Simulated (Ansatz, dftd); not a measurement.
Reaction: C2H7B (ethylborane, SMILES BCC) → CH4B (SMILES B[CH2], doublet) + CH3 (SMILES [CH3], doublet) (the C-C bond breaks)
Each species at its own B3LYP-D3(BJ)/def2-TZVP minimum (Ansatz, a first-principles code).

Wanted: bond dissociation energy (electronic), in kcal/mol. Open shells are spin-unrestricted; no spin-orbit coupling. Cores are frozen in correlated methods. Rows without X2C or -DK are non-relativistic. CBS(X,Y): correlation extrapolated as X^-3, Hartree-Fock from the larger set. A bracket is a step between two methods taken in the basis named. Functionals run without relativity, which enters their misses. Double hybrids freeze cores in their MP2 part. 'core' is core correlation in cc-pwCVTZ, 'X2C' scalar relativity in cc-pVTZ-DK, both at CCSD(T).

```tsv
level	program	bond dissociation energy (kcal/mol)	difference against the last row
HF/cc-pVTZ	Ansatz	53.9	-32.0
r2SCAN-D4/def2-TZVPD	Ansatz + dftd4	78.2	-7.7
B3LYP-D3(BJ)/def2-TZVPD	Ansatz + dftd3	80.9	-5.0
B3LYP/def2-TZVPD	Ansatz	78.6	-7.3
PBE0/def2-TZVPD	Ansatz	83.0	-2.9
CAM-B3LYP-D4/def2-TZVPD	Ansatz + dftd4	82.3	-3.6
wB97M-V/def2-TZVPD	Ansatz	85.8	-0.1
B2PLYP-D4/def2-TZVPD	Ansatz + dftd4	82.6	-3.3
MP2/cc-pVTZ	Ansatz	88.4	2.5
CCSD(T)/cc-pVQZ	Ansatz	84.9	-1.0
CCSD(T)/CBS(cc-pVTZ,cc-pVQZ) + core + X2C	Ansatz	86.0	0.1
CCSDT(Q)/cc-pVDZ	Ansatz	82.4	-3.5
CCSD(T)/CBS(cc-pVTZ,cc-pVQZ) + [CCSDT(Q) - CCSD(T)]/cc-pVDZ + core + X2C	Ansatz	85.9	0.0
```
